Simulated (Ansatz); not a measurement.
Zinc-blende AlP: LA phonon frequency at L by level of theory

No measured value is used here.

```csv
level (code),value (cm⁻¹),cell (Å³/atom)
PBE (Ansatz),333,20.88
HSE06 (Ansatz),348,20.52
Hartree–Fock (Ansatz),___,21.23
```

Q: What belongs in the gaps?

A: 
- Hartree–Fock (Ansatz, a quantum-chemistry and plane-wave program), value (cm⁻¹): 385

Each level is taken at its own relaxed cell. K meshes differ between the levels. Ansatz's density-functional and Hartree–Fock values are scalar-relativistic unless marked +SOC, with PAW data made under PBE.
